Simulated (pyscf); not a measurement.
1,1-elimination: Cl–SnH(Cl)–Cl → HCl + Cl–Sn:–Cl [singlet]

Gas phase, singlet surface, charge 0. Bonds broken: Cl1–Sn2, Sn2–H5. Bonds formed: Cl1–H5. Structures and frequencies: ωB97X-D3(BJ)/def2-SVP in PySCF. Correlated levels are frozen-core, on RHF or UHF. ΔMP2 is the change of the MP2 total energy from the triple- to the quadruple-zeta basis.

Transition state (Å):

```xyz
5

Cl     0.6427     0.4963     0.9502
Sn    -1.5206    -0.6905     0.2582
Cl    -0.8301    -2.4918    -1.0425
Cl    -2.5357     0.7465    -1.2644
H     -0.7913    -0.2017     1.7973
```

One imaginary mode, 1258i cm⁻¹; descent along it reached the two sides named, in the forms told below.

```
bond     change  reactant side (Å)  saddle  product side
-------  ------  -----------------  ------  ------------
Cl1–Sn2  breaks              2.313   2.563           3.1
Sn2–H5   breaks              1.690   1.772           3.6
Cl1–H5    forms                3.3   1.806         1.286
```

Electronic energies relative to the reactant's lowest minimum found (kJ/mol):

```tsv
level	barrier	reaction energy	reverse barrier
ωB97X-D3(BJ)/def2-TZVP	206.9	+64.4	142.5
PBE/def2-TZVP	136.9	+20.8	116.2
r²SCAN/def2-TZVP	158.7	+44.0	114.7
B3LYP-D3(BJ)/def2-TZVP	163.6	+23.2	140.4
PBE0-D3(BJ)/def2-TZVP	171.1	+44.6	126.5
M06-2X/def2-TZVP	194.8	+57.8	137.0
ωB97M-D3(BJ)/def2-TZVP	192.6	+38.0	154.6
HF/def2-TZVP	261.0	+47.9	213.1
MP2/def2-QZVPP	182.8	+40.8	142.1
CCSD/def2-TZVPP	205.7	+41.0	164.8
CCSD(T)/def2-TZVPP	191.2	+43.4	147.8
CCSD(T)/def2-TZVPP + ΔMP2(QZVPP)	187.1	+44.0	143.1
```

With CCSD(T)/def2-TZVPP + ΔMP2(QZVPP) energies and thermal terms (ideal gas, 1 atm, RRHO with modes under 100 cm⁻¹ raised to 100, one conformer, R ln 2 for chiral ones without a mode under 150 cm⁻¹), in kJ/mol:

| T (K) | ΔH‡ | ΔG‡ | ΔH | ΔG |
|---|---|---|---|---|
| 298 | 180.1 | 176.2 | +42.3 | -1.8 |
| 600 | 178.8 | 172.7 | +40.2 | -45.9 |
| 900 | 177.0 | 170.0 | +36.6 | -88.2 |
| 1200 | 175.0 | 167.9 | +32.6 | -129.2 |

On the product side the descent ends in a complex (not fully relaxed), 24.7 kJ/mol under the separated species and 167.2 kJ/mol under the saddle at ωB97X-D3(BJ)/def2-TZVP. One saddle was located; it need not be the lowest between these sides. The CCSD(T) − MP2 part came from Ansatz, without density fitting, on the same reference. The frozen core leaves the outer d or s,p core shells of the metals and heavy elements correlated in the MP2 and CC values, and def2-TZVPP describes them poorly, which can shift differences by a few kcal/mol. Elements past Kr carry the def2 core potentials, without spin-orbit coupling.
